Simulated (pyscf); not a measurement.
## Elimination: `[CH3][Si][Cl]` [singlet] → `[CH2]=[Si]` [singlet] + `[ClH]`

Gas phase, singlet surface, charge 0. Bonds broken: C1–H4, Si2–Cl3. Bonds formed: Cl3–H4. Structures and frequencies: ωB97X-D3(BJ)/def2-SVP in PySCF. MP2 and CC: frozen core, UHF for open shells. ΔMP2 is the change of the MP2 total energy from the triple- to the quadruple-zeta basis.

Transition state (Å):

```xyz
6

C      0.7605    -0.4458     0.3417
Si     1.2319     0.7407    -0.8488
Cl    -0.9591     1.8334    -0.1504
H     -0.6072     0.4460    -0.0931
H      1.2151    -1.4408     0.2047
H      0.2327    -0.3587     1.3001
```

One imaginary mode, 762i cm⁻¹; descent along it reached the two sides named, in the forms told below.

```tsv
bond	change	reactant side (Å)	saddle	product side
C1–H4	breaks	1.105	1.690	2.9
Si2–Cl3	breaks	2.100	2.546	2.8
Cl3–H4	forms	3.1	1.432	1.287
```

Electronic energies relative to the reactant's lowest minimum found (eV):

```
level                             barrier  reaction energy  reverse barrier
--------------------------------  -------  ---------------  ---------------
ωB97X-D3(BJ)/def2-TZVP               2.91            +3.00            -0.09
PBE/def2-TZVP                        2.49            +2.76            -0.28
r²SCAN/def2-TZVP                     2.64            +2.85            -0.21
B3LYP-D3(BJ)/def2-TZVP               2.71            +2.77            -0.06
PBE0-D3(BJ)/def2-TZVP                2.70            +2.92            -0.22
M06-2X/def2-TZVP                     2.78            +2.83            -0.05
ωB97M-D3(BJ)/def2-TZVP               2.78            +2.80            -0.01
HF/def2-TZVP                         3.41            +2.71             0.70
MP2/def2-QZVPP                       2.73            +2.79            -0.06
CCSD/def2-TZVPP                      2.92            +2.65             0.27
CCSD(T)/def2-TZVPP                   2.78            +2.63             0.14
CCSD(T)/def2-TZVPP + ΔMP2(QZVPP)     2.78            +2.68             0.11
```

With CCSD(T)/def2-TZVPP + ΔMP2(QZVPP) energies and thermal terms (ideal gas, 1 atm, RRHO with modes under 100 cm⁻¹ raised to 100, one conformer, R ln 2 for rigid chiral ones), in eV:

```csv
T (K),ΔH‡,ΔG‡,ΔH,ΔG
298,2.60,2.62,+2.51,+2.12
600,2.60,2.64,+2.52,+1.71
900,2.59,2.66,+2.50,+1.31
1200,2.59,2.69,+2.48,+0.92
```

On the product side the descent ends in a complex, 0.26 eV under the separated species and 0.17 eV under the saddle at ωB97X-D3(BJ)/def2-TZVP. At ωB97X-D3(BJ), PBE, r²SCAN, B3LYP-D3(BJ), PBE0-D3(BJ), M06-2X, ωB97M-D3(BJ), MP2 the saddle lies under the separated products, which points to a path from their complex (located at ωB97X-D3(BJ) alone), and parting the products costs more than the saddle. The same reactants have a lower exit, to H₂C=SiH–Cl (barrier +2.07 eV at ωB97M-D3(BJ), against +2.78 eV here). This is the saddle that the search found; another between the same sides may lie lower. The CCSD(T) − MP2 part came from Ansatz, without density fitting, on the same reference.
